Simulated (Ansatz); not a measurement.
A made-up structure of C$_{3}$H (charge -1), closed shell:

```csv
atom,x (Å),y (Å),z (Å)
C1,1.0148,-0.2443,0.1436
C2,-0.3536,-0.2314,0.9652
C3,-0.1184,0.0852,-0.1985
H4,-0.5428,0.3905,-0.9102
```

It is relaxed with PBE-D4/def2-SVPD and then PBE0-D4/def2-TZVPD (Ansatz 0.2.0). Atoms count as bonded within 1.22 times the sum of their covalent radii (H–H: 0.88 Å). The end point is not checked to be a true minimum.

Task: Does its bonding change? (Judge from chemistry; the calculation decides.)

Result: Computed: No: no bond forms or breaks.

Where it ends: The first stage lowers the energy by 3.05 eV in 5 steps. It ends as C₃H ([C]1[C][CH]1), total charge -1:
C1  (1.042, -0.300, 0.304)
C2  (-0.225, -0.288, 1.065)
C3  (-0.146, 0.105, -0.245)
H4  (-0.670, 0.482, -1.124)
(Å)

Labels in which every atom is bracketed show which atoms are joined, not bond orders.

For scale, one of the runs: PBE0-D4/def2-TZVPD relaxation, 120 basis functions, launched by `ansatz run in.yaml --threads 2 --pin off --events-out ev --progress --plain --max-ram 4352MiB`. Hardware: 2 CPU threads of an Arm Neoverse V2, shared host. Wall time about 6.5 s.
